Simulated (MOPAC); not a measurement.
MOPAC input (AM1):

```
AM1 1SCF UHF MS=0.5 GEO-OK AUX(PRECISION=9) THREADS=1
HBe

Be   -0.00000000 1   -0.00000000 1   -0.26442914 1
H     0.00000000 1    0.00000000 1    1.05771654 1
```

What heat of formation does the run end on, and which ionisation energy by Koopmans theorem?

73.68 kcal/mol; 9.54 eV.
